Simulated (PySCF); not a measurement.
PySCF run on BC

Input:

```python
from pyscf import gto, scf

mol = gto.M(
    atom='B 0 0 0; C 0 0 1.373',
    basis='cc-pvdz-dk',
    charge=0,
    spin=3,
    symmetry=True,
    verbose=3,
)
mf = scf.ROHF(mol)
mf = mf.sfx2c1e()
mf.kernel()
mf.dip_moment()
print('orbital energies (hartree):', mf.mo_energy[..., max(0, mol.nelec[1]-3):mol.nelec[0]+3].round(4))
```

```bash
$ python input.py
```

The log:

```
converged SCF energy = -62.3430504185728
Dipole moment(X, Y, Z, Debye):  0.00000, -0.00000, -2.40881
orbital energies (hartree): [-7.6708 -0.8895 -0.4423 -0.2102 -0.1945 -0.1945  0.1731  0.1731  0.2495]
```

In short: E(SCF) = -62.343050 Eh, μz(SCF) = -2.41 D.

Wall time 0.76 s on one thread of a shared host.

The bond length is a typed value, not an optimised one. No search for the lowest solution was made.
